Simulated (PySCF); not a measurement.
**ketene: calculation against experiment**

**Experimental background.**

NIST CCCBDB Release 22 (SRD 101), experimental dipoles lists, for the gas: dipole moment (microwave Stark effect) 1.42 D.

How close the calculation comes is told at the end.

Species: ketene, C2H2O.
Numbering: `[CH2:1]=[C:2]=[O:3]` (hydrogens: H4, H5 on C1)

Cartesian coordinates in Å at the PBE/def2-TZVP level; atoms count from 1:
```
atom  x, y, z in Å
C1    -0.615    0.002    0.200
C2     0.638   -0.026   -0.198
O3     1.753   -0.050   -0.553
H4    -1.208   -0.909    0.178
H5    -1.051    0.936    0.547
```

Runs made with PySCF (gas phase, on this PBE/def2-TZVP geometry; no spin–orbit coupling):

```tsv
level	job	basis functions	wall time
PBE/def2-TZVP, grid level 1	geometry optimisation from a GFN2-xTB start	105	7.6 s
```

Hardware: an Arm Neoverse V1 with one thread, shared host.

## Comparison

**Dipole moment.** Measured: 1.42 D (NIST CCCBDB Release 22 (SRD 101), experimental dipoles).

```csv
level,computed (D),computed − measured (D),% (from the printed values)
PBE/def2-TZVP,1.42,0.00,0
```

The computed dipoles belong to one fixed geometry; measured ones are averaged over vibrations unless marked μe. Magnitudes are compared, not signs.

The geometry is computed, not the measured one. Where a level misses, the cause wasn't examined.
